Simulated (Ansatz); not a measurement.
Reaction (hydrogen abstraction from a C–H bond): `C[SiH2]O` + Cl• → `[CH2][SiH2]O`• + HCl

Computed with Ansatz on PBE0-D4/def2-TZVP structures; ΔE is electronic, products minus reactants. CCSD(T)/CBS adds triple-zeta CCSD(T) − MP2 to the extrapolated MP2 energy (def2 sets, frozen cores). This one scheme is used for every species, atoms too. DFT in def2-TZVPP. Open shells (•) are unrestricted, without spin–orbit coupling. Spin–orbit coupling would lower the free atoms: a little for Cl. Each species was taken in one conformer, which may not be the lowest.

Question: Is it downhill or uphill in electronic energy at CCSD(T)/CBS, and by how much? (Estimate.)

Answer: The calculation gave: Uphill: ΔE = +1.0 kcal/mol.

Question: What do these levels give: PBE-D4, B2PLYP, PBE-QIDH, revPBE, r2SCANh, CAM-B3LYP, LC-ωPBE, HF/def2-SVP, HF/def2-TZVPP, HF/def2-QZVPP, SCS-MP2/def2-QZVPP, CCSD/CBS(def2)? (An estimate is asked.)

Answer: Ansatz gave: PBE-D4 -0.9, B2PLYP 1.8, PBE-QIDH 1.3, revPBE -1.0, r2SCANh -1.9, CAM-B3LYP 1.8, LC-ωPBE 1.3, HF/def2-SVP 6.7, HF/def2-TZVPP 4.2, HF/def2-QZVPP 4.0, SCS-MP2/def2-QZVPP 2.3, CCSD/CBS(def2) 1.3 kcal/mol.

Largest T1 diagnostic among the species: 0.012.

From r2SCAN to r2SCAN0 (25 % exact exchange), in def2-TZVPP and without D4, ΔE moves by +1.5 kcal/mol. Leaving LDA and LC-ωPBE aside and taking each functional with its dispersion term where it has one, the values, not all of them listed here, spread over 5.2 kcal/mol, from r2SCAN-D4 to BHLYP-D4. LDA lies −1.2 kcal/mol from PBE without D4.
